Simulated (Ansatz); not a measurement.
## SeH⁺, singlet: vertical spin and charge gaps

Geometry (PBE0/def2-TZVP stationary point for this spin):

```csv
atom,x (Å),y (Å),z (Å)
Se,0.0000,0.0000,0.0000
H,0.0000,0.0000,1.4900
```

Basis aug-cc-pVDZ; Ansatz 0.2.0. Correlated methods freeze the noble-gas cores and the filled d shells of p-block atoms. Prefix R: restricted or restricted open-shell reference. Active spaces: valence = (6e, 5o) chosen from the atoms' valence shells. No spin–orbit coupling is included, and no scalar relativity.

Gaps are energies of the second state less the first, at fixed atoms, for a selection of the levels run; each method lands on the state that its own search finds for that charge and spin.

The determinant of the SeH⁺ singlet fills πx and πy unequally, so it is a mixture of Σ and Δ, which weighs on every level built on one determinant.

Triplet less singlet: -1.350 eV at full CI (singlet A1, triplet A2, in C2v).

By full CI's occupations no single determinant describes the singlet well.

```tsv
level	gap (eV)	error (meV)
RHF	-2.117	-767
RMP2	-1.933	-583
CISD	-1.777	-427
RCCSD	-1.624	-274
RCCSD(T)	-1.499	-149
BCCD(T)	-1.503	-153
RCCSDT*	-1.355	-5
CASSCF (valence space)	-1.549	-199
MRCISD (valence space)	-1.364	-14
MRCISD+Q (valence space)	-1.345	5
```

An asterisk marks runs whose energy the program itself flagged as in doubt.

Full CI is exact within this basis and frozen core; it isn't the basis-set limit.
